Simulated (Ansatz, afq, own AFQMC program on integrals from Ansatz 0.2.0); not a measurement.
SiO, singlet: AFQMC among the cluster methods

```json
{"atom": "Si", "x (Å)": "0.0000", "y (Å)": "0.0000", "z (Å)": "0.0000"}
{"atom": "O", "x (Å)": "0.0000", "y (Å)": "0.0000", "z (Å)": "1.7235"}
```

Basis 6-31G. Noble-gas cores (and the filled d shells of Ga–Kr and In–Xe) are frozen. Integrals, coupled cluster, full CI and functionals: Ansatz 0.2.0; the random walks run on the same integrals in our own AFQMC program. ph-AFQMC/CISD is guided by a CISD state made of CCSD amplitudes; releasing the constraint for a short imaginary time cuts its bias at the price of noise, slowly where states lie close. Error bars are statistical, one sigma.

Determinant: UHF, the one that the program's search chose, which needn't be the lowest solution. The geometry is a PBE0/def2-TZVP stationary point of this or a neighbouring charge and spin state.

Full CI on the same integrals is exact in this basis and with this determinant's frozen core.

Cautions: strong correlation (T1 0.145, weight of the determinant 0.57, largest double 0.19); (Q) is large, 107 meV, so the cluster series hasn't closed; unrestricted determinant spin contaminated (⟨S²⟩ 0.67 against 0.00); CCSD(T) is in doubt: in a space of 8 electrons in 8 natural orbitals full CI lies 123 meV below it.

The T1 diagnostic is 0.1445 and the weight of the determinant in the CISD state is 0.572. The ⟨S²⟩ of the determinant is 0.666. The size of the correlated space is 10 electrons in 16 orbitals.

```json
{"level": "MP2", "correlation energy (eV)": "-4.1239"}
{"level": "CCSD", "correlation energy (eV)": "-5.5059"}
{"level": "CCSD(T)", "correlation energy (eV)": "-5.7159"}
```

Q: Estimate where full CI lies against CCSD(T) on the same integrals.

A: 6.25 mEh below CCSD(T).

Reference: full CI, correlation energy -5.886 eV. The released energy is read at 2.40 1/Eh (meV from the phaseless value at times in 1/Eh: 24 ± 23 at 0.24, -10 ± 23 at 0.51, -13 ± 24 at 0.99, -16 ± 28 at 1.62, 1 ± 32 at 2.40). The cautions show a poor starting determinant, so the rows tell how each method copes with it here, and full CI is the sure value.

```json
{"level": "CCSD(T)", "E − E(reference) (mEh)": "6.25", "share of correlation (%)": "97.11"}
{"level": "CCSDT", "E − E(reference) (mEh)": "0.76", "share of correlation (%)": "99.65"}
{"level": "CCSDT(Q)", "E − E(reference) (mEh)": "-3.18", "share of correlation (%)": "101.47"}
{"level": "CCSDTQ", "E − E(reference) (mEh)": "-0.24", "share of correlation (%)": "100.11"}
{"level": "ph-AFQMC/HF", "E − E(reference) (mEh)": "-3.55 ± 2.51", "share of correlation (%)": "101.64"}
{"level": "ph-AFQMC/CISD", "E − E(reference) (mEh)": "-0.25 ± 0.59", "share of correlation (%)": "100.12"}
{"level": "released AFQMC", "E − E(reference) (mEh)": "-0.20 ± 1.19", "share of correlation (%)": "100.09"}
```

CCSDT and higher add their correlation energy to the determinant of the CCSD(T) run, since their own runs factorise the integrals more tightly (a shift of under 2 meV). A walk keeps the symmetry of its determinant, which the program's search chose and which needn't be the lowest solution, so a lower state of the same spin and another symmetry isn't excluded. Released energies are given only where the last usable release times agree within the noise; a slower fall can still hide under it.
